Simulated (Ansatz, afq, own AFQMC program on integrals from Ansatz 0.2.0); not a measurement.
AlSO, doublet in cc-pVDZ, levels against CCSDT(Q)

```xyz
3

Al    0.0000    0.0000    1.6796
O     0.0000    0.0000   -0.0411
S     0.0000    0.0000   -1.6385
```

Connectivity, by distances: Al–O–S.

Basis cc-pVDZ. Noble-gas cores (and the filled d shells of Ga–Kr and In–Xe) are frozen. Ansatz 0.2.0 and our own AFQMC program on the same integrals; the CISD trial comes from CCSD amplitudes, and released means the phaseless constraint is let go. Free AFQMC starts from the CCSD state and is never constrained. Its projection time is finite, and what remains of the start isn't in its error. ± is one standard error of the sampling.

Determinant: UHF, the one that the program's search chose, which needn't be the lowest solution. The geometry is a point of a scan.

No full CI on the walks' own integrals is used here; CCSDT(Q) serves as the reference and is uncertain by about the last step of the cluster series.

```
T1 diagnostic                               : 0.0237
weight of the determinant in the CISD state : 0.837
⟨S²⟩ of the determinant                     : 0.761
size of the correlated space                : 15 electrons in 39 orbitals
```

Reference: CCSDT(Q), correlation energy -10.094 eV. The released energy is read at 2.40 1/Eh (meV from the phaseless value at times in 1/Eh: -6 ± 24 at 0.24, 3 ± 18 at 0.51, -72 ± 31 at 0.99, -95 ± 35 at 1.62, -29 ± 44 at 2.40).

```
         level  E − E(reference) (meV)  share of correlation (%)
            HF                 10093.9                      0.00
           MP2                  1084.2                     89.26
          CCSD                   330.2                     96.73
       CCSD(T)                    55.0                     99.46
         CCSDT                    33.6                     99.67
   ph-AFQMC/HF            -44.6 ± 68.9                    100.44
 ph-AFQMC/CISD             25.9 ± 25.6                     99.74
released AFQMC             -3.4 ± 44.2                    100.03
    free AFQMC             14.1 ± 31.4                     99.86
```

Free projections are given only where their last times agree within the noise and don't stop above the reference; a slow remainder of the start can still hide under it. A walk keeps the symmetry of its determinant, which the program's search chose and which needn't be the lowest solution, so a lower state of the same spin and another symmetry isn't excluded. Released energies are given only where the last usable release times agree within the noise; a slower fall can still hide under it.
